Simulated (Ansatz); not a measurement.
Input file:

```yaml
crystal:
  periodic: [false, false, false]
  atoms:
    - {symbol: Ge, position_ang: [0.000000, -0.036155, 0.000000]}
    - {symbol: H, position_ang: [0.000000, 1.302805, -2.362258]}
    - {symbol: H, position_ang: [0.000000, 1.302805, 2.362258]}
basis:
  gaussian: {orbitals: aug-cc-pVDZ}
total_charge: 1
magnetization: {spin_polarized: false, initial_magnetization: 1}
hamiltonian: {xc: hf}
scf: {lower_state_search: off}
output: {forces: true, orbitals: {seedname: orbitals}}
```

```sh
$ ansatz run in.yaml --threads 1 --pin off --events-out ev --progress --plain --max-ram 2393MiB
```

Log:

```
these checks for a lower state are left out or cut short: stability, starts, cluster_reference, orbital_swaps, neighbouring_geometries, increment
576 factors; integrals over basis functions are off by at most 4.0e-4 eV
mean field evaluation 1: about -56488.7951 eV, gradient 6.0e0 eV
mean field evaluation 2: about -56488.7950 eV, gradient 6.0e0 eV
mean field evaluation 4: about -56489.1997 eV, gradient 8.2e-1 eV
mean field evaluation 8: about -56489.2195 eV, gradient 3.4e-3 eV
mean field evaluation 16: about -56489.2195 eV, gradient 2.4e-4 eV
mean field -56490.24822229 eV, -2075.9783317038 hartree, gradient 1.4e-6 eV, S^2 0.750000; 0 other end points of the search recorded, 0 dependent functions left out
the calculation of the forces begins
reference -56490.24822229 eV, -2075.9783317038 hartree; 17, 16 occupied and 37, 38 virtual orbitals, 576 factors
WARN: the results are in doubt because the forces break the atoms' symmetry
Total energy: -56490.24822229 eV, -2075.9783317038 hartree
Atom 0 at     0.000000    -0.036155     0.000000 Å, force    -0.000000     1.317498    -2.539012 eV/Å
Atom 1 at     0.000000     1.302805    -2.362258 Å, force    -0.000000    -1.378323     2.559156 eV/Å
Atom 2 at     0.000000     1.302805     2.362258 Å, force     0.000000     0.060824    -0.020143 eV/Å
Dipole moment:     0.000000    -0.034927     0.192892 e Å
In doubt: the forces break the atoms' symmetry
Checks for a lower state left out: stability, starts, cluster_reference, orbital_swaps, neighbouring_geometries, increment
```

Ran on 1 thread of Intel Xeon, shared host: 2.9 s wall, 0.19 GiB peak host memory.
